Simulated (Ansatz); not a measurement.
Volume per atom of some elemental solids other than molecular ones

Method: r²SCAN-D4 (Ansatz, a program for electronic structure, PAW). References are measured values corrected to a static lattice. The table is a random draw of 8 from 14 solids with such references.

Values in Å³/atom.

| solid | reference | r²SCAN-D4 | error (%) |
|---|---|---|---|
| hcp Hf | 22.30¶ | 22.28 | -0.1 |
| hcp Y | 32.95¶ | 33.29 | +1.0 |
| hcp Tl | 27.99¶ | 29.63 | +5.9 |
| hcp Re | 14.62¶ | 14.63 | +0.1 |
| hcp Co | 10.96¶ | 10.55 | -3.7 |
| body-centred tetragonal In | 25.70¶ | 25.86 | +0.6 |
| hcp Cd | 21.01¶ | 21.55 | +2.6 |
| hcp Os | 13.85¶ | 13.95 | +0.7 |

Over these 8 solids the mean error is +0.9 %, the mean absolute error 1.8 % (median 0.9 %), and the worst case hcp Tl at +5.9 %; the value is too high in 6 of 8 cases. Over all 14, from unrounded values, the mean error is +0.1 % and the mean absolute error 1.6 % (median 0.9 %). Caveats on values not shown: a distance lies near a switch of the dispersion term, which can move the cell (1).

All these references are brought to a static lattice.

Spin–orbit coupling is left out, also for the solids with elements from indium on (hcp Hf, hcp Tl, hcp Re, body-centred tetragonal In, hcp Os); its size isn't shown.

¶ marks references of a special kind: hcp Hf, 22.30 Å³/atom (measured, copied from a table, unchecked, extrapolated to 0 K and zero-point effects removed; as tabulated in Lejaeghere et al. (2013), arXiv:1204.2733); hcp Y, 32.95 Å³/atom (measured, copied from a table, unchecked, extrapolated to 0 K and zero-point effects removed; as tabulated in Lejaeghere et al. (2013), arXiv:1204.2733); hcp Tl, 27.99 Å³/atom (measured, copied from a table, unchecked, extrapolated to 0 K and zero-point effects removed; as tabulated in Lejaeghere et al. (2013), arXiv:1204.2733); hcp Re, 14.62 Å³/atom (measured, copied from a table, unchecked, extrapolated to 0 K and zero-point effects removed; as tabulated in Lejaeghere et al. (2013), arXiv:1204.2733); hcp Co, 10.96 Å³/atom (measured, copied from a table, unchecked, extrapolated to 0 K and zero-point effects removed; as tabulated in Lejaeghere et al. (2013), arXiv:1204.2733); body-centred tetragonal In, 25.70 Å³/atom (measured, copied from a table, unchecked, extrapolated to 0 K and zero-point effects removed; as tabulated in Lejaeghere et al. (2013), arXiv:1204.2733); hcp Cd, 21.01 Å³/atom (measured, copied from a table, unchecked, extrapolated to 0 K and zero-point effects removed; as tabulated in Lejaeghere et al. (2013), arXiv:1204.2733); hcp Os, 13.85 Å³/atom (measured, copied from a table, unchecked, extrapolated to 0 K and zero-point effects removed; as tabulated in Lejaeghere et al. (2013), arXiv:1204.2733).

Differences are worked out from the printed values.

Ansatz's density-functional and Hartree–Fock values are scalar-relativistic unless marked +SOC, with PAW data made under PBE.

Ansatz's runs of these crystals have no spin polarisation, but for hcp Co. Meta-GGAs and exact exchange favour moments, which can bear on hcp Y, hcp Co.

Density-functional runs with spin start from parallel moments for hcp Co.

Not in this set, of the elemental solids other than molecular ones with a reference value in our tables and a result at some level: 2 for a published cell of unstated conditions; 2 for a reference at room or unstated temperature; 2 for a cell known from the COD alone. These can be a level's best or worst cases. Solids without a released value at any level aren't counted. Cubic solids are told by their lattice constant and aren't counted here. Layered and molecular crystals are counted apart. The metals Ce to Yb are counted apart.

References as tabulated in Lejaeghere et al. (2013), arXiv:1204.2733.
